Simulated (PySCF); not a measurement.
A TDDFT job was run through a driver script with this input:

```
{"job": {"kind": "uv", "xc": "wB97X-D", "basis": "def2-SVPD", "ip": true}, "charge": 0, "multiplicity": 1}
O     -1.471667     1.903898     1.305167
S     -0.883455     1.428085     0.010296
C      0.886363     1.149431     0.201113
C      1.286544    -0.089142    -0.086406
C      0.204438    -1.055886    -0.472401
C     -1.112688    -0.407196    -0.059828
H      1.513043     2.001850     0.470812
H      2.338531    -0.391619    -0.079275
H      0.234744    -1.232305    -1.562369
H      0.347577    -2.041711    -0.000186
H     -1.964602    -0.640818    -0.712173
H     -1.379181    -0.622491     0.986897
```

Its output, with some lines taken out ([cut]):

```
coarse grid: 10776 points
cycle   1  E = -628.7752649741  dE =  1.205e+00  |g| = 8.656e-01  |ddm| = 5.042e+00
cycle   2  E = -628.4489153162  dE =  3.263e-01  |g| = 1.569e+00  |ddm| = 3.151e+00
cycle   3  E = -628.9416376400  dE = -4.927e-01  |g| = 6.491e-02  |ddm| = 2.076e+00
cycle   4  E = -628.9426503988  dE = -1.013e-03  |g| = 3.714e-02  |ddm| = 2.248e-01
cycle   5  E = -628.9430085154  dE = -3.581e-04  |g| = 7.373e-03  |ddm| = 1.037e-01
cycle   6  E = -628.9430286682  dE = -2.015e-05  |g| = 2.028e-03  |ddm| = 2.096e-02
cycle   7  E = -628.9430304274  dE = -1.759e-06  |g| = 8.316e-04  |ddm| = 9.309e-03
final grid: 100024 points
cycle   8  E = -629.0216883879  dE = -7.565e-05  |g| = 3.430e-03  |ddm| = 1.252e-01
cycle   9  E = -629.0216898685  dE = -1.481e-06  |g| = 2.874e-03  |ddm| = 1.607e-02
cycle  10  E = -629.0216918193  dE = -1.951e-06  |g| = 7.014e-04  |ddm| = 6.686e-03
cycle  11  E = -629.0216919184  dE = -9.908e-08  |g| = 4.180e-04  |ddm| = 1.494e-03
cycle  12  E = -629.0216919564  dE = -3.797e-08  |g| = 8.884e-05  |ddm| = 7.070e-04
cycle  13  E = -629.0216919591  dE = -2.739e-09  |g| = 3.664e-05  |ddm| = 3.094e-04
cycle  14  E = -629.0216919598  dE = -6.187e-10  |g| = 1.239e-05  |ddm| = 1.085e-04
converged SCF energy = -629.0216919598

Static polarisability (au): isotropic 68.950, principal 53.466 67.542 85.840

Singlet excitations
state   eV       nm        f      main configurations
  1   4.8073    257.9   0.01613   H->L 0.94
  2   5.8264    212.8   0.00761   H-1->L 0.86
  3   5.9092    209.8   0.02028   H->L+2 0.37, H->L+1 0.34, H->L+5 0.14
  4   6.6118    187.5   0.00439   H->L+3 0.42, H->L+6 0.13, H->L+4 0.10
[cut]
  6   6.8389    181.3   0.11924   H-2->L 0.67, H-1->L+2 0.10
[cut]
  8   7.4141    167.2   0.08320   H->L+4 0.79, H->L+3 0.14
[cut]
 10   7.6544    162.0   0.00958   H-2->L+1 0.35, H-1->L+1 0.16, H-1->L+2 0.11

[cut]
Vertical ionisation energy (delta-SCF) = 8.7819 eV
```

The calculation used TDDFT wB97X-D/def2-SVPD, vertical, gas phase, core orbitals frozen in the response (PySCF 2.14.0, density-fitted response routines). One conformer (not necessarily the lowest) at the PBE0-D3(BJ)/def2-SVP geometry, without solvent, vibrations or thermal averaging.

What stood in the cut lines?

```
  5   6.6526    186.4   0.01428   H->L+1 0.40, H->L+2 0.31, H->L+3 0.15
  7   7.1517    173.4   0.08275   H-1->L+1 0.41, H-2->L 0.17, H-1->L+2 0.14
  9   7.5341    164.6   0.00476   H->L+5 0.36, H->L+7 0.24, H->L+2 0.17
Triplet excitations (Tamm-Dancoff, eV): 4.0952 4.6747 5.1845 5.6751
```

What is the polarisability anisotropy, √(½[(α1 − α2)² + (α2 − α3)² + (α3 − α1)²])?

28.12 au.

What is the gap between the lowest singlet and the lowest triplet?

4.8073 − 4.0952 = 0.7121 eV (full response against Tamm–Dancoff).

What transition dipole goes with state 6?

|μ|² = 3f / (2ΔE) = 3 × 0.1192 / (2 × 0.2513) = 0.712 au, so |μ| = 2.14 D.

Which species is it?

`C1[S@@](=O)C=CC1` (C4H6OS), point group C1.

The SCF starts on a coarse grid; the energy jumps when the final grid takes over, and dE counts afresh there. H and L stand for HOMO and LUMO.

Hardware: one thread, Arm Neoverse V1, no GPU, shared host. Cost: 78 s of wall time.

Note: wB97X-D ran without an empirical dispersion term, which enters the total energy and its gradient alone.
